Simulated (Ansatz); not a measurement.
# FH5Si: the cost of one run

Program: Ansatz 0.2.0. Level of theory: RKS PBE0-D4/cc-pVDZ. These are calculated values, not measurements.

### Step 1. The structure to begin with

Bond lengths: Si3–F4 1.606 Å, Si3–H5 1.453 Å, Si3–H6 1.454 Å, Si3–H7 1.454 Å. Angles: F4–Si3–H5 105.2°, F4–Si3–H6 105.1°, F4–Si3–H7 105.1°, H5–Si3–H6 113.5°, H5–Si3–H7 113.5°, H6–Si3–H7 113.3°.

As a file:

```xyz
7

H    -0.3167   -0.0551   -3.1567
H     0.4347    0.0490   -2.9761
Si    0.0546    0.0230    1.1803
F    -1.2969   -0.3509    1.9626
H    -0.3050    0.0110   -0.2279
H     1.0035   -1.0170    1.5450
H     0.4257    1.3399    1.6728
```

### Step 2. Relaxing the start

input.yaml

```yaml
crystal:
  periodic: [false, false, false]
  atoms:
    - { symbol: H, position_ang: [-0.3167, -0.0551, -3.1567] }
    - { symbol: H, position_ang: [0.4347, 0.049, -2.9761] }
    - { symbol: Si, position_ang: [0.0546, 0.023, 1.1803] }
    - { symbol: F, position_ang: [-1.2969, -0.3509, 1.9626] }
    - { symbol: H, position_ang: [-0.305, 0.011, -0.2279] }
    - { symbol: H, position_ang: [1.0035, -1.017, 1.545] }
    - { symbol: H, position_ang: [0.4257, 1.3399, 1.6728] }
basis:
  gaussian: { orbitals: cc-pVDZ }
hamiltonian:
  xc: pbe0
  dispersion: d4
relax:
  f_tol: 0.02
  max_steps: 40
scf:
  lower_state_search: "off"
```

On the command line:

```
$ ansatz run input.yaml --threads 1 --pin off --max-ram 2048MiB --backend cpu --events-out ev --progress --plain --runs-dir out
```

What time and memory should one allow on 1 thread of an x86-64 CPU, shared host?

About 9.3 s, with a peak of 0.11 GiB.
